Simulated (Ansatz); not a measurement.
# CH6AlN, SMILES C[NH][AlH2]: a ladder of methods at one geometry

With Ansatz 0.2.0 through its Python package.

Notebook, run cell by cell (the value of a cell's last expression is shown):

**Cell 1**
```python
import ansatz as az

geometry = (
    az.Crystal.molecule()
    .atom("C", [-0.339, 0.8604, -0.7334])
    .atom("N", [0.7833, 0.232, -0.1967])
    .atom("Al", [0.2352, -1.034, 1.1376])
    .atom("H", [-1.0102, 0.1827, -1.2121])
    .atom("H", [-0.0638, 1.6179, -1.5449])
    .atom("H", [-0.9136, 1.4922, 0.0487])
    .atom("H", [1.2627, -0.306, -0.9645])
    .atom("H", [0.625, -2.57, 0.9428])
    .atom("H", [-0.491, -0.5215, 2.5053])
)

model = geometry.calculation().basis(gaussian="cc-pVDZ")
```

**Cell 2**
```python
methods = ["mp2", "ccsd", "ccsd_t"]
reports = [model.correlation(m).run(threads=1, backend="cpu").report for m in methods]
print(f"Hartree-Fock reference {reports[0]['reference_energy_ev'] / 27.211386246:.6f} Ha")
best = reports[-1]["free_energy_ev"] - reports[-1]["reference_energy_ev"]
for method, each in zip(methods, reports):
    gained = each["free_energy_ev"] - each["reference_energy_ev"]
    print(f"{method:8s} total {each['free_energy_ev'] / 27.211386246:.6f} Ha  correlation {gained:9.4f} eV  ({100 * gained / best:.1f} % of the last)")
```
Output:
```text
Hartree-Fock reference -337.708078 Ha
mp2      total -338.098930 Ha  correlation  -10.6356 eV  (88.0 % of the last)
ccsd     total -338.141012 Ha  correlation  -11.7807 eV  (97.4 % of the last)
ccsd_t   total -338.152435 Ha  correlation  -12.0916 eV  (100.0 % of the last)
```

Total energies depend on the basis set; only differences at equal settings carry meaning. The geometry is a force-field or estimated start, not a minimum of this method, and the basis set is short of its limit. A lower total doesn't mark the better method: functionals have no common bound, and MP2 and coupled cluster aren't variational. Inner cores stay frozen, so this is valence correlation. For Al to Cl the sets with a tight d function, cc-pV(X+d)Z, are usual. The whole script took 4.7 s on 1 thread of Arm Neoverse V2, with other jobs on the host, peak memory 0.26 GiB.
